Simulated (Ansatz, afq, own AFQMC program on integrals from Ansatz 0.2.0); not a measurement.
# Si2H3, doublet: energetics from AFQMC and coupled cluster

```yaml
atoms:
  - { symbol: Si, position_ang: [0.0000, 0.0235, 1.0897] }
  - { symbol: Si, position_ang: [0.0000, -0.0769, -1.1897] }
  - { symbol: H, position_ang: [0.0000, 1.2166, 1.9857] }
  - { symbol: H, position_ang: [0.0000, -1.1800, 1.9697] }
  - { symbol: H, position_ang: [0.0000, 1.4507, -1.1705] }
```

Geometry: a PBE0/def2-TZVP stationary point, not shown to be a minimum. Basis cc-pVDZ. Noble-gas cores (and the filled d shells of Ga–Kr and In–Xe) are frozen. Integrals, coupled cluster, full CI and functionals: Ansatz 0.2.0; the random walks run on the same integrals in our own AFQMC program. ph-AFQMC/CISD is guided by a CISD state made of CCSD amplitudes; releasing the constraint for a short imaginary time cuts its bias at the price of noise, slowly where states lie close. Error bars are statistical, one sigma.

Best estimates are CCSD(T) at the basis-set limit (def2-TZVPP/QZVPP) plus the step from CCSD(T) to the highest rung at hand in cc-pVDZ, named in the table (released AFQMC can keep some 10 meV of bias). No zero-point, core-correlation or spin–orbit terms. Other levels are in cc-pVDZ, the functionals in def2-TZVP; a dash marks a level that is missing or breaks spin symmetry for a member.

Cautions: Si₂H₃ (doublet): the released energies are still falling, so no released level is given (meV from the phaseless value at times in 1/Eh: -1 ± 3 at 0.24, -4 ± 3 at 0.51, -6 ± 3 at 0.99, -9 ± 4 at 1.62, -15 ± 3 at 2.40), though the last usable value meets CCSDT(Q) within the noise, its ph-AFQMC/CISD value lies 16 ± 5 meV above CCSDT(Q); Si₂H₃ (quartet): another spin lies lower; Si₂H₃⁺ (triplet): lower spins were not checked, its ph-AFQMC/CISD value lies 21 ± 3 meV above CCSDT(Q); row 1: core correlation is missing, and it shifts such a gap most where an s electron is promoted; row 2: this needn't be the first ionization.

```csv
process,B2PLYP (kJ/mol)
"to charge +0, quartet (vertical)",231
"to charge +1, triplet (vertical)",835
to free atoms,1174
```

Question: From these values, estimate the best estimates.

Answer: 
```tsv
process	best estimate (kJ/mol)	highest rung
to charge +0, quartet (vertical)	227	CCSDT(Q)
to charge +1, triplet (vertical)	847	CCSDT(Q)
to free atoms	1205	CCSDT(Q)
```

Errors against the best estimates in kJ/mol, in the same order:

```
        level   error, 1   error, 2    error, 3
          MP2        -21        -36        -153
      CCSD(T)        -10        -24        -128
ph-AFQMC/CISD  -10 ± 0.5  -24 ± 0.5  -126 ± 0.5
  CCSD(T)/CBS         -1          0          -3
          PBE         -9        -13         -11
       r2SCAN        -30        -18           5
         PBE0        -17        -12         -20
        B3LYP          8         -2         -10
      wB97M-V         20         -2           1
       B2PLYP          4        -12         -31
```

Cost at the first geometry (cards were shared with other jobs): PBE0/cc-pVDZ, 1.7 s on 1 thread of AMD EPYC 7R13 Processor (Zen 3) (shared host); UCCSD(T)/cc-pVDZ, 1.9 s on 1 × NVIDIA H100 80GB HBM3 with 1 thread of AMD EPYC 7R13 Processor (Zen 3), with other jobs on the host; CCSD(T)/def2-QZVPP, 6.5 s on 1 × NVIDIA H100 80GB HBM3 with 1 thread of AMD EPYC 7R13 Processor (Zen 3), with other jobs on the host; CCSDT(Q), 3 s on 1 × NVIDIA H100 80GB HBM3 with 1 thread of AMD EPYC 7R13 Processor (Zen 3), with other jobs on the host; ph-AFQMC/CISD with release, 37 s on 1 × NVIDIA H100 80GB HBM3 with 2 threads of AMD EPYC 7R13 Processor (Zen 3), on a shared host.

Best estimates are given only where the step beyond CCSD(T) is under 0.3 eV and no member's determinant is very poor (T1 over 0.05, or 0.07 for open shells, ⟨S²⟩ too high by 0.3, two states mixed), so the hardest cases are missing from such tables.

The functionals ran in a triple-zeta set and keep a basis error of their own, a few kJ/mol for each bond in atomization energies and more for double hybrids, so close places among them and the extrapolated levels can swap.

CCSDT and higher add their correlation energy to the determinant of the CCSD(T) run, since their own runs factorise the integrals more tightly (a shift of under 2 meV). Each member of a difference takes its own highest rung, so a best estimate needn't equal the limit plus the step of one row. A walk keeps the symmetry of its determinant, which the program's search chose and which needn't be the lowest solution, so a lower state of the same spin and another symmetry isn't excluded.
